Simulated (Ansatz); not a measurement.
## fcc Pt

Calculation: r²SCAN in Ansatz (plane waves, PAW).

Run with plane-wave cutoff 600 eV, 16×16×16 k mesh, Fermi–Dirac smearing 0.1 eV, finite displacements, force constants from a 4×4×4 q mesh, scalar-relativistic PAW data made under PBE.

Cell: relaxed at this level.

- zero-point energy = 0.022 eV/atom

Spin–orbit coupling is not included.

Cost on a shared machine: very roughly 25 core-minutes.

Ansatz is an electronic-structure program.
